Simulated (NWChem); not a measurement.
# C2H7N (ethanamine) at 6 levels

We compute a comparison of 6 runs (M06-2X/3-21G, M06-2X/6-311G**, M06-2X/6-31G, M06-2X/6-31G*, M06-2X/6-31G**, M06-2X/STO-3G) of C2H7N (ethanamine). 

Program for the calculation: NWChem 7.3.0.

## (1) The molecule

C2H7N has 10 atoms, charge 0, and is taken as a singlet. As SMILES, `CCN`. The coordinates come from a PBE0-D4/def2-TZVP relaxation. This is one conformer, not always the lowest.

Bond lengths: C1–C2 1.521 Å, C2–N3 1.454 Å, C1–H4 1.094 Å, C1–H5 1.094 Å, C1–H6 1.094 Å, C2–H7 1.095 Å, C2–H8 1.095 Å, N3–H9 1.013 Å, N3–H10 1.013 Å. Some angles: C1–C2–N3 115.8°, C1–C2–H7 109.6°, C1–C2–H8 109.6°, N3–C2–H7 107.7°, N3–C2–H8 107.7°, C2–C1–H4 111.5°, C2–C1–H5 110.9°, C2–C1–H6 110.9°, C2–N3–H9 110.3°, C2–N3–H10 110.3°.

## (2) Energy and gradient at M06-2X/3-21G (run 1)

c2h7n.nw

```
start c2h7n
title "C2H7N"
memory total 2200 mb

geometry units angstroms noautosym nocenter noautoz
  C     -0.786000     0.493000    -0.521100
  C      0.079100    -0.652700    -0.018000
  N      1.196800    -0.274900     0.831400
  H     -1.603400     0.130900    -1.151600
  H     -0.194800     1.198600    -1.112400
  H     -1.227000     1.045500     0.313900
  H      0.480900    -1.211500    -0.869300
  H     -0.539300    -1.362800     0.540400
  H      0.864200     0.221000     1.650200
  H      1.812700     0.361800     0.339500
end

basis "ao basis" spherical bse
  * library 3-21G
end

dft
  xc m06-2x
  mult 1
  grid fine
  convergence energy 1e-08
  iterations 100
  mulliken
  print low
end

task dft gradient
```

Command:

```bash
nwchem c2h7n.nw > c2h7n.out
```

Log:

```text
[...]
 d= 0,ls=0.0,diis     1   -134.3182270136 -2.17D+02  1.14D-02  2.33D-01     0.9
[...]
 d= 0,ls=0.0,diis     8   -134.3492352665 -2.67D-09  1.89D-06  1.18D-09     5.4
         Total DFT energy =     -134.349235266545
      One electron energy =     -344.353263360719
           Coulomb energy =      147.220937876617
    Exchange-Corr. energy =      -20.274723845550
 Nuclear repulsion energy =       83.057814063107
[...]
      Total Density - Mulliken Population Analysis
     ---------------------------------------------
    Atom       Charge   Shell Charges
 -----------   ------   -------------------------------------------------------
    1 C    6     6.59   1.99  0.37  1.67  1.09  1.48
    2 C    6     6.26   1.99  0.37  1.64  1.01  1.25
    3 N    7     7.68   1.99  0.38  1.84  1.31  2.16
    4 H    1     0.81   0.47  0.34
    5 H    1     0.81   0.47  0.34
    6 H    1     0.81   0.47  0.34
    7 H    1     0.79   0.47  0.32
    8 H    1     0.79   0.47  0.32
    9 H    1     0.73   0.46  0.27
   10 H    1     0.73   0.46  0.27
[...]
                         DFT ENERGY GRADIENTS
    atom               coordinates                        gradient
                 x          y          z           x          y          z
   1 C      -1.485325   0.931635  -0.984736    0.006707  -0.009150   0.003897
   2 C       0.149477  -1.233424  -0.034015    0.007637   0.019058   0.007562
   3 N       2.261624  -0.519486   1.571118   -0.006857  -0.003295  -0.005449
   4 H      -3.029987   0.247365  -2.176208    0.000407   0.000757   0.000368
   5 H      -0.368119   2.265026  -2.102131   -0.001540  -0.000569   0.000718
   6 H      -2.318694   1.975709   0.593185    0.000258  -0.000311  -0.001757
   7 H       0.908769  -2.289403  -1.642739   -0.000194  -0.000179   0.001047
   8 H      -1.019129  -2.575319   1.021208    0.000930  -0.000021  -0.000517
   9 H       1.633101   0.417629   3.118426    0.003254  -0.002083  -0.012488
  10 H       3.425506   0.683703   0.641562   -0.010602  -0.004206   0.006621
[...]
```

Run time: 7.5 s. Hardware: 1 thread of Intel Xeon 6975P-C (Granite Rapids), shared host; peak memory 0.11 GiB.

## (3) Energy and gradient at M06-2X/6-311G(d,p) (run 2)

c2h7n.nw

```
start c2h7n
title "C2H7N"
memory total 2200 mb

geometry units angstrom noautosym nocenter noautoz
 C       -0.786000       0.493000      -0.521100
 C        0.079100      -0.652700      -0.018000
 N        1.196800      -0.274900       0.831400
 H       -1.603400       0.130900      -1.151600
 H       -0.194800       1.198600      -1.112400
 H       -1.227000       1.045500       0.313900
 H        0.480900      -1.211500      -0.869300
 H       -0.539300      -1.362800       0.540400
 H        0.864200       0.221000       1.650200
 H        1.812700       0.361800       0.339500
end

basis spherical bse
 * library 6-311G**
end

dft
 xc m06-2x
 grid fine
 convergence energy 1e-08
 maxiter 100
 mulliken
 print low
end

task dft gradient
```

Command:

```bash
nwchem c2h7n.nw > c2h7n.out
```

Log:

```text
[...]
 d= 0,ls=0.0,diis     1   -135.1022649074 -2.18D+02  4.61D-03  3.43D-01     2.9
[...]
 d= 0,ls=0.0,diis     9   -135.1372245186 -1.67D-09  7.96D-07  1.56D-09    21.0
         Total DFT energy =     -135.137224518580
      One electron energy =     -345.455015063292
           Coulomb energy =      147.610147547397
    Exchange-Corr. energy =      -20.350171065791
 Nuclear repulsion energy =       83.057814063107
[...]
      Total Density - Mulliken Population Analysis
     ---------------------------------------------
    Atom       Charge   Shell Charges
 -----------   ------   -------------------------------------------------------
    1 C    6     6.39   1.11  0.89  0.64  0.73  1.55  0.52  0.92  0.04
    2 C    6     6.20   1.11  0.89  0.62  0.73  1.53  0.49  0.76  0.08
    3 N    7     7.50   1.10  0.90  0.78  0.85  1.78  0.69  1.37  0.03
    4 H    1     0.87   0.28  0.46  0.11  0.02
    5 H    1     0.88   0.28  0.46  0.12  0.02
    6 H    1     0.88   0.28  0.46  0.12  0.02
    7 H    1     0.86   0.28  0.46  0.10  0.02
    8 H    1     0.86   0.28  0.46  0.10  0.02
    9 H    1     0.79   0.28  0.40  0.08  0.04
   10 H    1     0.79   0.28  0.40  0.08  0.04
[...]
                         DFT ENERGY GRADIENTS
    atom               coordinates                        gradient
                 x          y          z           x          y          z
   1 C      -1.485325   0.931635  -0.984736    0.002911  -0.003489   0.001757
   2 C       0.149477  -1.233424  -0.034015    0.001549   0.005365   0.001686
   3 N       2.261624  -0.519486   1.571118   -0.003627   0.000540  -0.002696
   4 H      -3.029987   0.247365  -2.176208   -0.000375  -0.000161  -0.000296
   5 H      -0.368119   2.265026  -2.102131   -0.000134   0.000287  -0.000329
   6 H      -2.318694   1.975709   0.593185   -0.000369   0.000243   0.000004
   7 H       0.908769  -2.289403  -1.642739    0.000134  -0.000432  -0.000508
   8 H      -1.019129  -2.575319   1.021208   -0.000405  -0.000521   0.000227
   9 H       1.633101   0.417629   3.118426    0.000723  -0.000800  -0.000685
  10 H       3.425506   0.683703   0.641562   -0.000407  -0.001032   0.000841
[...]
```

It took 28 s on 1 thread of Intel Xeon 6975P-C (Granite Rapids), shared host; peak memory 0.11 GiB.

Runs 3 to 4 aren't shown in full; the table further down has their settings and results.

## (4) Energy and gradient at M06-2X/6-31G(d,p) (spherical functions) (run 5)

c2h7n.nw: that of step 3 with these lines changed.

```diff
@@ -2,5 +2,5 @@
 title "C2H7N"
-memory total 2200 mb
+memory stack 880 mb heap 220 mb global 1100 mb
 
-geometry units angstrom noautosym nocenter noautoz
+geometry noautosym nocenter noautoz
  C       -0.786000       0.493000      -0.521100
@@ -18,3 +18,3 @@
 basis spherical bse
- * library 6-311G**
+ * library 6-31G**
 end
@@ -23,2 +23,3 @@
  xc m06-2x
+ mult 1
  grid fine
```

Command:

```bash
nwchem c2h7n.nw > c2h7n.out
```

Log:

```text
[...]
 d= 0,ls=0.0,diis     1   -135.0686861612 -2.18D+02  5.95D-03  2.47D-01     2.2
[...]
 d= 0,ls=0.0,diis     8   -135.1009419216 -5.09D-09  1.22D-06  3.35D-09    17.2
         Total DFT energy =     -135.100941921620
      One electron energy =     -345.417620843548
           Coulomb energy =      147.598881607954
    Exchange-Corr. energy =      -20.340016749133
 Nuclear repulsion energy =       83.057814063107
[...]
      Total Density - Mulliken Population Analysis
     ---------------------------------------------
    Atom       Charge   Shell Charges
 -----------   ------   -------------------------------------------------------
    1 C    6     6.36   2.00  0.65  2.10  0.60  0.99  0.03
    2 C    6     6.10   2.00  0.65  2.06  0.55  0.80  0.05
    3 N    7     7.62   2.00  0.77  2.48  0.81  1.53  0.03
    4 H    1     0.88   0.52  0.35  0.01
    5 H    1     0.89   0.53  0.35  0.01
    6 H    1     0.89   0.53  0.35  0.01
    7 H    1     0.88   0.53  0.34  0.01
    8 H    1     0.88   0.53  0.34  0.01
    9 H    1     0.75   0.52  0.21  0.02
   10 H    1     0.75   0.52  0.21  0.02
[...]
                         DFT ENERGY GRADIENTS
    atom               coordinates                        gradient
                 x          y          z           x          y          z
   1 C      -1.485325   0.931635  -0.984736    0.002350  -0.002384   0.001470
   2 C       0.149477  -1.233424  -0.034015    0.000298   0.003330   0.000561
   3 N       2.261624  -0.519486   1.571118   -0.002948   0.002389  -0.002009
   4 H      -3.029987   0.247365  -2.176208    0.000192  -0.000049   0.000126
   5 H      -0.368119   2.265026  -2.102131   -0.000479  -0.000388   0.000231
   6 H      -2.318694   1.975709   0.593185    0.000118  -0.000309  -0.000585
   7 H       0.908769  -2.289403  -1.642739   -0.000268   0.000198   0.000470
   8 H      -1.019129  -2.575319   1.021208    0.000325   0.000277  -0.000360
   9 H       1.633101   0.417629   3.118426    0.001264  -0.001342  -0.001397
  10 H       3.425506   0.683703   0.641562   -0.000853  -0.001722   0.001492
[...]
```

Wall time 22 s (1 thread of Intel Xeon 6975P-C (Granite Rapids), shared host); peak memory 0.12 GiB.

## (5) Energy and gradient at M06-2X/STO-3G (run 6)

input.nw

```
start input
memory total 2200 mb

geometry units angstrom noautosym nocenter noautoz
  C     -0.786000     0.493000    -0.521100
  C      0.079100    -0.652700    -0.018000
  N      1.196800    -0.274900     0.831400
  H     -1.603400     0.130900    -1.151600
  H     -0.194800     1.198600    -1.112400
  H     -1.227000     1.045500     0.313900
  H      0.480900    -1.211500    -0.869300
  H     -0.539300    -1.362800     0.540400
  H      0.864200     0.221000     1.650200
  H      1.812700     0.361800     0.339500
end

basis spherical bse
  C library STO-3G
  N library STO-3G
  H library STO-3G
end

dft
  xc m06-2x
  grid fine
  convergence energy 1e-08
  maxiter 100
  mulliken
  noprint "final vectors analysis"
end

task dft gradient
```

Command:

```bash
nwchem input.nw > input.out
```

Log:

```text
[...]
          Wavefunction type:  closed shell.
          No. of atoms     :    10
          No. of electrons :    26
[...]
          Charge           :     0
          Spin multiplicity:     1
[...]
          AO basis - number of functions:    22
[...]
              XC Information
              --------------
                       M06-2X Method XC Functional
                     Hartree-Fock (Exact) Exchange  0.540
                        M06-2X Exchange Functional  1.000
                      M06-2X Correlation Potential  1.000
[...]
 d= 0,ls=0.0,diis     1   -133.4379770524 -2.16D+02  2.68D-02  1.79D-01     1.1
[...]
 d= 0,ls=0.0,diis     7   -133.4691635092 -7.40D-09  1.13D-06  3.66D-10     4.0
         Total DFT energy =     -133.469163509173
      One electron energy =     -343.999139370140
           Coulomb energy =      147.907538467407
    Exchange-Corr. energy =      -20.435376669547
 Nuclear repulsion energy =       83.057814063107
[...]
      Total Density - Mulliken Population Analysis
     ---------------------------------------------
    Atom       Charge   Shell Charges
 -----------   ------   -------------------------------------------------------
    1 C    6     6.22   1.99  1.19  3.04
    2 C    6     6.05   1.99  1.16  2.90
    3 N    7     7.41   1.99  1.57  3.85
    4 H    1     0.93   0.93
    5 H    1     0.93   0.93
    6 H    1     0.93   0.93
    7 H    1     0.92   0.92
    8 H    1     0.92   0.92
    9 H    1     0.84   0.84
   10 H    1     0.84   0.84
[...]
  wavefunction    = closed shell
                         DFT ENERGY GRADIENTS
    atom               coordinates                        gradient
                 x          y          z           x          y          z
   1 C      -1.485325   0.931635  -0.984736    0.012894  -0.017397   0.007498
   2 C       0.149477  -1.233424  -0.034015    0.005479   0.018122   0.005894
   3 N       2.261624  -0.519486   1.571118   -0.016185   0.033892  -0.008243
   4 H      -3.029987   0.247365  -2.176208    0.000487   0.001781   0.000534
   5 H      -0.368119   2.265026  -2.102131   -0.001629  -0.000691   0.000890
   6 H      -2.318694   1.975709   0.593185    0.000409  -0.000401  -0.001915
   7 H       0.908769  -2.289403  -1.642739   -0.002267   0.001135   0.005763
   8 H      -1.019129  -2.575319   1.021208    0.004581   0.002139  -0.003713
   9 H       1.633101   0.417629   3.118426    0.013038  -0.017030  -0.023950
  10 H       3.425506   0.683703   0.641562   -0.016806  -0.021550   0.017242
[...]
```

Wall time 5.7 s (1 thread of Intel Xeon 6975P-C (Granite Rapids), shared host); peak memory 0.11 GiB.

## (6) Overview of the runs

```
run                                 level  energy (Eh)  largest force (eV/Å)  wall time
  1                          M06-2X/3-21G  -134.349235                 1.125      7.5 s
  2                       M06-2X/6-311G**  -135.137225                 0.300       28 s
  3                          M06-2X/6-31G  -135.053828                 0.842       10 s
  4   M06-2X/6-31G* (spherical functions)  -135.089846                 0.289       13 s
  5  M06-2X/6-31G** (spherical functions)  -135.100942                 0.221       22 s
  6                         M06-2X/STO-3G  -133.469164                 1.977      5.7 s
```

## (7) Outcome

```
                       quantity          value
            run 6: total energy  -133.46916 Eh
           run 6: dipole moment         1.48 D
run 6: largest force on an atom     1.977 eV/Å
```

In run 6 the basis is minimal, so the values are rough. All runs together took 86 s, the longest 28 s.
